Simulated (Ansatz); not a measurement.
C3H3F3 (`C=C(F)C(F)F`), one more setting.

```yaml
crystal:
  periodic: [false, false, false]
  atoms:
    - {symbol: C, position_ang: [-0.073063, -1.384098, 0.326146]}
    - {symbol: C, position_ang: [0.337545, -0.136217, 0.401419]}
    - {symbol: F, position_ang: [1.225442, 0.273479, 1.312698]}
    - {symbol: C, position_ang: [-0.071083, 1.001365, -0.483591]}
    - {symbol: F, position_ang: [-0.903517, 0.568737, -1.452554]}
    - {symbol: F, position_ang: [-0.726224, 1.938553, 0.245086]}
    - {symbol: H, position_ang: [-0.788828, -1.663514, -0.432648]}
    - {symbol: H, position_ang: [0.294536, -2.131244, 1.016496]}
    - {symbol: H, position_ang: [0.793691, 1.486737, -0.950152]}
basis:
  gaussian: {orbitals: "6-311G**", final_grid: {core_spheres: 8, valence_spheres: 7, degree: 23}}
magnetization: {spin_polarized: true, initial_magnetization: 2}
hamiltonian: {xc: {name: PBE0-DH}}
```

```sh
$ ansatz run in.yaml --threads 4 --pin off --events-out ev --progress --plain --max-ram 10444MiB
```

Shortened log:

```
Error: <dir> can't be read: No such file or directory (os error 2)
```
